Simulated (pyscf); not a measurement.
•C≡N + methane (CH₄) -> acetonitrile (H₃C–C≡N) + H atom (H•), a substitution at C (doublet surface; C–H broken, C–C formed). PySCF, gas phase, ωB97X-D3(BJ)/def2-SVP geometries. MP2 and CC: frozen core, UHF for open shells. ΔMP2 is the change of the MP2 total energy from the triple- to the quadruple-zeta basis. Energies in kcal/mol from the separated reactants.

Small-basis levels: PySCF, no dispersion term, spherical d functions. Open shells are spin-unrestricted. 

### Question
Quick SVWN5/6-31G* single points give ΔE‡ = 7.6 kcal/mol and ΔE = -23.6 kcal/mol. What does CCSD(T)/def2-TZVPP + ΔMP2(QZVPP) give, and how far is the quick result from it?

### Answer
CCSD(T)/def2-TZVPP + ΔMP2(QZVPP) gives ΔE‡ = 27.2 kcal/mol and ΔE = -16.1 kcal/mol. SVWN5/6-31G* lies 19.6 kcal/mol under it in the barrier and 7.5 kcal/mol under it in the reaction energy, so on this step it does not hold to within 3.0 kcal/mol. CCSD(T)/def2-TZVPP + ΔMP2(QZVPP) has limits of its own. One saddle was located; it need not be the lowest between these sides. The angle at the attacked C is 180°. The CCSD(T) − MP2 part came from Ansatz, without density fitting, on the same reference. An open-shell T1 diagnostic exceeds 0.045. A UHF reference is spin-contaminated (<S²> up to 1.14), which harms MP2 most.
